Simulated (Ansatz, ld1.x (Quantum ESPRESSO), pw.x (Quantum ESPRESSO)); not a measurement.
# palladium: one change to the PAW potential, in the atom and in the bcc crystal

ld1.x (Quantum ESPRESSO) 7.5 input, shortened:

```
&input
   title='Pd', zed=46., rel=1, dft='PBESOL', iswitch=3,
   config='[Kr] 4d8 5s0 5p0'
 /
 &inputp
   pseudotype=3, lpaw=.true., tm=.true., lloc=-2, rcloc=1.30,
   nlcc=.true., new_core_ps=.true., rcore=1.15,
   which_augfun='BESSEL', rmatch_augfun=1.10
 /
6
4S  1  0   2.00   0.00  1.20  1.35  0.0
5S  2  0   0.00   0.00  1.20  1.35  0.0
4P  2  1   6.00   0.00  1.35  1.55  0.0
5P  3  1   0.00   0.00  1.35  1.55  0.0
4D  3  2   8.00   0.00  1.20  1.60  0.0
4D  3  2   0.00  -1.35  1.20  1.60  0.0
 &test
   configts(1)='4s2 4p6 4d8 5s0 5p0'
 /
```

Change: waves 4p (bound): rcut 1.35, rcutus 2.02 bohr; 5p (bound): rcut 1.35, rcutus 2.02 bohr.

Cutoffs, loose and tight: the cutoffs (Ry, on a coarse ladder) from which the occupation-weighted sum of valence levels, in a spherical-Bessel basis at the reference potential, stays within 10 and 1 mRy of its value at 400 Ry. They do not see the model core or the augmentation charge, which bear on the density cutoff. Test errors are all-electron minus pseudo excitation energies from the reference, over the configurations 4s2 4p6 4d10 5s0 5p0; 4s2 4p6 4d9 5s0 5p0; 4s2 4p6 4d7 5s0 5p0; 4s2 4p5 4d10 5s0 5p0; 4s2 4p6 4d9.5 5s0 5p0; 4s1 4p6 4d10 5s0 5p0; 4s2 4p6 4d9 5s0 5p1; variants that change the core or the reference have their own tests.

Crystal test: bcc Pd in pw.x 7.5, no spin, 15³ k-points, Fermi–Dirac smearing 0.01 Ry, cutoffs set for each file from its atomic test. The reference is all-electron LAPW (Ansatz 0.2.0) with the same functional, mesh and smearing; V0 and B0 come from Birch–Murnaghan fits to the pressures at five volumes. Errors are pseudo minus all-electron; Δ is the rms difference of the E(V) curves that follow from these fits, minima aligned, over ±6 % about the mean V0. Mesh and smearing are coarse, so the numbers serve the comparison and aren't converged zero-temperature values; the lattice is a test structure that the element need not adopt.

All-electron: a0 = 3.086 Å (V0 = 14.70 Å³/atom), B0 = 196.2 GPa.

**Question.** Does the change bring the crystal closer to the all-electron result?

**Answer.** The mean pressure error goes from +0.75 to -1.75 GPa, so the change moves the solid further from the all-electron pressures.

```
                       quantity       base    changed
                 outcome (atom)  generated  generated
           cutoff, loose (atom)      50 Ry      45 Ry
           cutoff, tight (atom)      90 Ry      70 Ry
            bound ghosts (atom)       none       none
largest test error (meV) (atom)        -34        -37
           cutoffs in pw.x (Ry)    110/880     85/680
                         a0 (Å)      3.090      3.077
                   a0 error (%)      +0.13      -0.30
                   B0 error (%)       -0.9       +4.8
                   Δ (meV/atom)        2.4        5.6
      mean pressure error (GPa)      +0.75      -1.75
```

 The atomic cutoffs weigh occupied waves only.
